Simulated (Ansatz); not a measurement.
The first iterations of a band of C₂H₈N₂O (13 atoms, charge 0, multiplicity 1).

All numbers below come from RKS B3LYP-D4/def2-SVP in Ansatz.

| Item | Value |
| --- | --- |
| movable images | 7 |
| climbing image | yes |
| spring | 5.0 eV/Å² |
| optimiser | quadratic models (default) |
| start path | IDPP |
| force threshold | 0.05 eV/Å |
| iteration limit | 60 |
| end points | relaxed |

Image 0:

```xyz
13
Properties=species:S:1:pos:R:3
C -1.777 0.228 0.154
N -0.578 -0.565 -0.079
C 0.660 0.108 0.205
N 1.826 -0.741 0.115
O 0.832 1.191 -0.690
H -1.830 1.158 -0.444
H -2.670 -0.379 -0.061
H -1.825 0.514 1.218
H -0.555 -0.893 -1.047
H 0.590 0.475 1.251
H 1.736 -1.522 0.766
H 1.884 -1.138 -0.825
H 1.728 1.530 -0.548
```

Image 8:

```xyz
13
Properties=species:S:1:pos:R:3
C -1.791 0.342 0.056
N -0.693 -0.596 -0.088
C 0.595 -0.099 0.275
N 1.587 -1.130 0.105
O 0.873 1.086 -0.495
H -1.688 1.266 -0.545
H -2.735 -0.155 -0.219
H -1.879 0.644 1.114
H -0.663 -0.990 -1.027
H 0.572 0.176 1.349
H 2.486 -0.824 0.477
H 1.732 -1.301 -0.892
H 1.625 1.545 -0.096
```

| iteration | highest image above the first end (eV) | largest band force component (eV/Å) |
| --- | --- | --- |
| 1 | 0.337 | 0.937 |
| 2 | 0.246 | 0.233 |

Task: Does the band converge within its limit, and where does its top end?

Result: The forces met the threshold. It ended after 6 iterations with the highest image 0.246 eV above the first end. A vibrational analysis at the climbing image gives one clearly imaginary mode, 573i cm⁻¹: a first-order saddle point.

The run took 98 s on 2 threads of Intel(R) Xeon(R) Platinum 8488C (Sapphire Rapids) (shared host), peak memory 0.26 GiB.
